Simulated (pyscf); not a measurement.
This saddle point was located with ωB97X-D3(BJ)/def2-SVP in PySCF.

```
Ge
F 1 1.7230
F 1 1.7529 2 99.13
H 1 1.5134 2 121.18 3 110.00
N 1 1.9192 4 123.85 3 107.89
H 5 1.0201 1 115.78 4 -50.65
H 5 1.0215 6 108.67 1 126.60
H 5 1.2630 6 120.10 7 139.78
F 8 1.1675 5 138.76 6 113.39
```
Charge 0, spin multiplicity 1.

Surface: singlet, charge 0. Lowest wavenumbers (cm⁻¹): 746i, 114, 184, 250, 279.

Task: What reaction is this the transition state of?

Result: F–GeH(F)–F + NH₃ ⇌ HF + H₂N–GeH(F)–F, a four-centre exchange read from left to right: F–Ge, H–N broken and F–H, Ge–N formed. At ωB97M-D3(BJ)/def2-TZVP it lies +11.2 kcal/mol from the left side and 0.0 kcal/mol from the right (each side as separated species at their lowest minima found). On the reactant side the descent ends in an adduct with a Ge–N contact, 12.4 kcal/mol under the separated species and 22.7 kcal/mol under the saddle at ωB97X-D3(BJ)/def2-TZVP. On the product side the descent ends in a bound adduct, 8.9 kcal/mol under the separated species and 8.6 kcal/mol under the saddle at ωB97X-D3(BJ)/def2-TZVP. What is counted as formed (Ge–N) is already present as a longer contact in the reactant adduct; forming that adduct is a step of its own. This is the saddle that the search found; another between the same sides may lie lower. Elements up to Kr have no core potential and no relativistic terms here.
